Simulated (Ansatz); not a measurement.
Zinc-blende GaSb: LDA at its full settings (plane-wave cutoff 520 eV, 10×10×10 k mesh, Fermi–Dirac smearing 0.01 eV, scalar-relativistic PAW data made under PBE) and at cheaper ones, in a cell of 2 atoms with Γ-centred meshes.

```csv
level and setting,lattice parameter a (Å)
LDA (Ansatz),6.048
LDA (2×2×2 k mesh) (Ansatz),6.543
LDA (4×4×4 k mesh) (Ansatz),[?]
```

Question: Fill in the missing entries.

Answer: 
- LDA (4×4×4 k mesh) (Ansatz, a quantum-chemistry and plane-wave program), lattice parameter a (Å): 6.068

Largest shifts from the full settings: lattice constant a +8.18 % (LDA (2×2×2 k mesh)), against a difference of -0.79 % of the full result from the reference 6.096 Å (measured, 300 K, no zero-point or thermal correction; as tabulated in Vurgaftman et al. (2001), doi:10.1063/1.1368156).

Ansatz's density-functional and Hartree–Fock values are scalar-relativistic unless marked +SOC, with PAW data made under PBE.

Run with cheap settings on purpose, which may leave them unconverged: LDA (2×2×2 k mesh), LDA (4×4×4 k mesh).
